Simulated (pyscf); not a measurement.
`[CH3][SnH3]` + `[CH3]` [doublet] -> `[CH3][SnH2]` [doublet] + `[CH4]` (hydrogen abstraction; doublet surface; H–Sn broken, C–H formed). Single points on ωB97X-D3(BJ)/def2-SVP structures (PySCF, gas phase). Rate constants from transition-state theory, ωB97M-D3(BJ)/def2-TZVP energies (ideal gas, 1 atm, RRHO with modes under 100 cm⁻¹ raised to 100, one conformer, R ln 2 for rigid chiral ones; no tunnelling), k in cm³ molecule⁻¹ s⁻¹.

```tsv
T (K)	1000/T	log10 k
298	3.354	-15.03
600	1.667	-13.13
900	1.111	?
1200	0.833	-11.71
```

Problem. Fit an Arrhenius line to the three values, give the activation energy, and predict k at 900 K.

Solution. Least squares gives log10 k = -10.77 − 1.29 × 1000/T, so Ea = 1.29 × ln 10 × 1.987 = 5.9 kcal/mol, against an electronic barrier of 3.3. At 900 K the line gives -12.20; the computed value is -12.24 (ΔG‡ = 27.2 kcal/mol), close to the line. One saddle was located; it need not be the lowest between these sides. The angle at the transferred H is 179°. Elements past Kr carry the def2 core potentials, without spin-orbit coupling.
